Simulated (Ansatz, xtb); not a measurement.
## Isomers of C3H8N2 in order of energy

3 gas-phase structures of C3H8N2, from a drawn sample of its isomers (lower ones may exist). Each was relaxed with GFN2-xTB:

A. `NC1(N)CC1`, a singlet
B. `N[C@@H]1C[C@@H]1N`, a singlet
C. `N[C@@H]1C[C@H]1N`, a singlet

Question: Make a reasoned guess at their ranking by r2SCAN-D4/def2-SVP single-point energy.

Answer: Calculated order at r2SCAN-D4/def2-SVP: A (0.0), C (4.5), B (7.1) kcal/mol.

Energies above the lowest of each column, in kcal/mol; the last columns are at B3LYP/def2-SVP geometries:

```csv
structure,GFN2-xTB,HF/STO-3G,r2SCAN-D4/def2-SVP,B3LYP/def2-SVP,CCSD(T)/def2-SVP + ΔMP2/def2-TZVPP
A,0.0,0.0,0.0,0.0,0.0
C,4.7,3.6,4.5,4.0,4.4
B,5.4,6.0,7.1,6.0,6.5
```

Every level run on A puts it lowest or level with the lowest. Flexible structures stand in one conformer each, not always the lowest. ΔMP2 is the change of the MP2 energy from the smaller to the larger basis.

Programs: Ansatz 0.2.0, xtb 6.7.1.
